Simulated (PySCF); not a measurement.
# Ionisation energy of O by level of theory

O [He] 2s2 2p4 (3P) → O⁺ [He] 2s2 2p3 (4S), as a difference of total energies. Calculation: PySCF 2.14, in aug-cc-pwCVTZ (7s6p4d2f, 59 functions); the non-relativistic Hamiltonian (point nucleus). Correlated levels: valence and next inner shell: nothing frozen. The calculations carry no spin-orbit coupling.

```json
{"method": "UHF", "ionisation energy (eV)": "12.029", "error (eV)": "-1.579"}
{"method": "MP2 (valence and next inner shell)", "ionisation energy (eV)": "13.364", "error (eV)": "-0.244"}
{"method": "SCS-MP2 (valence and next inner shell)", "ionisation energy (eV)": "13.463", "error (eV)": "-0.145"}
{"method": "CCSD (valence and next inner shell)", "ionisation energy (eV)": "13.395", "error (eV)": "-0.213"}
{"method": "CCSD(T) (valence and next inner shell)", "ionisation energy (eV)": "13.448", "error (eV)": "-0.160"}
```

Reference: 13.608 eV (measured; NIST levels, between the centres of gravity of the two terms).

Errors of the correlated levels include the incompleteness of this basis.
